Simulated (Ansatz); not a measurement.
Total energies of C₂H₃ClO, SMILES `CC(=O)Cl`.

Cartesian coordinates in Å:
```
C 0.452 0.042 0.521
C -0.680 0.050 -0.449
O -1.780 0.434 -0.272
Cl -0.200 -0.628 -2.039
H 0.121 0.464 1.468
H 1.283 0.620 0.113
H 0.804 -0.982 0.659
```

Total charge 0; spin multiplicity 1. The geometry is a stationary point of PBE0-D4/def2-TZVP. Basis def2-TZVPP, Ansatz.

RPA on PBE orbitals: Hartree–Fock energy of these orbitals -611.87719 Eh, correlation -1.19642 Eh (frozen core).

```tsv
functional	energy without D4 (Eh)	D4 term (kJ/mol)
PBE	-613.16293	-11.8
revPBE	-613.40288	-40.6
BLYP	-613.48373	-26.9
r2SCAN	-613.41554	-2.8
B97M-V	-613.38788	–
PBE0	-613.20139	-9.8
B3LYP	-613.54535	-19.1
r2SCANh	-613.40396	-2.9
HSE06 (plane-wave form)	-613.18600	-9.0
BHLYP	-613.43650	-13.5
LC-ωPBE	-613.30197	–
ωB97X-V	-613.40875	–
ωB97M-V	-613.44693	–
PBE-QIDH	-613.09233	–
```

Give the same for LDA (SPW92), r2SCAN0, CAM-B3LYP, B2PLYP. (Estimate.)

Ansatz gave: 
| functional | energy without D4 (Eh) | D4 term (kJ/mol) |
| --- | --- | --- |
| LDA (SPW92) | -610.78219 | – |
| r2SCAN0 | -613.38765 | -3.2 |
| CAM-B3LYP | -613.47240 | -9.7 |
| B2PLYP | -613.27935 | – |

B3LYP takes the VWN-RPA correlation (the form of Gaussian; ORCA's B3LYP/G). HSE06 is the plane-wave form, built on full-range PBE exchange. The double hybrids freeze the cores in their second-order part.

LC-ωPBE has ω = 0.4 bohr⁻¹.
